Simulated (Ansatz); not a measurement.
Which is lower?

Two relaxed structures of H$_{3}$S$_{3}$ (charge +1), singlet (PBE0-D4/def2-TZVP; forces vanish, vibrations not checked).

A:

S1  (-1.719, 0.004, -0.646)
S2  (-0.241, 0.931, 0.412)
S3  (0.877, -0.310, 1.583)
H4  (-0.919, -0.803, -1.372)
H5  (0.637, 1.255, -0.565)
H6  (1.366, -1.078, 0.588)
(Å)

B:

```
atom    x (Å)    y (Å)    z (Å)
  S1  -1.5929  -0.2175  -0.1997
  S2  -0.1126   1.0321   0.2703
  S3   1.2675  -0.0064   1.5431
  H4  -1.0672  -0.7147  -1.3416
  H5   0.4190  -0.6306   2.3933
  H6   1.5332  -1.1214   0.8233
```

Ansatz 0.2.0; basis: def2-TZVPP; cores frozen in the correlated methods. B3LYP uses VWN-RPA correlation.

(1) Which structure is lower at CCSD(T), and by how much? (An estimate is asked for; the value comes from the calculation.)

T1 diagnostic: at most 0.017.

## Answers

(1) The calculation gives: B, by 11.6 kJ/mol (electronic energy, against the other). By their contacts, A is H₃S₃ ([SH][SH][SH]), total charge +1 and B is H₃S₃ ([SH][S][SH2]), total charge +1.

All methods give the same order:

```tsv
method	E(B) − E(A) (kJ/mol)
PBE-D4	-17.6
r2SCAN-D4	-15.7
PBE0-D4	-13.6
B3LYP-D4	-16.0
wB97M-V	-11.4
HF	-7.0
MP2	-10.6
CCSD	-10.0
CCSD(T)	-11.6
```

Labels in which every atom is bracketed show which atoms are joined, not bond orders.

For scale, one of the runs: CCSD(T)/def2-TZVPP, 168 basis functions, launched by `ansatz run in.yaml --threads 2 --pin off --events-out ev --progress --plain --max-ram 4352MiB`. Time: 24 s of wall clock on 2 CPU threads of an Arm Neoverse V2; the host was shared. Peak host memory: 1.2 GiB.
